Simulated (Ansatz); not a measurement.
This Ansatz (a first-principles code) input (PBE/def2-QZVPP) gives -40.46737 Eh with 177 basis functions. A basis named .json is the Basis Set Exchange file of that set (core-valence sets with the plain set on hydrogen).

Ansatz 0.2 input:
```yaml
crystal:
  periodic: [false, false, false]
  atoms:
    - {symbol: C, position_ang: [0.00000000, -0.00000000, 1.77071609]}
    - {symbol: H, position_ang: [0.51593378, -0.89362352, 1.42025061]}
    - {symbol: H, position_ang: [-0.00000000, 0.00000000, 2.85805859]}
    - {symbol: H, position_ang: [0.51593378, 0.89362352, 1.42025061]}
    - {symbol: H, position_ang: [-1.03186756, 0.00000000, 1.42025061]}
basis:
  gaussian:
    orbitals: def2-QZVPP.json
hamiltonian:
  xc: {name: PBE}
magnetization: {spin_polarized: false}
```

Change:
```diff
- orbitals: def2-QZVPP.json
+ orbitals: cc-pVTZ
```

What does the run give now?

-40.46323 Eh (PBE/cc-pVTZ, 86 functions), a change of +4.14 mEh.
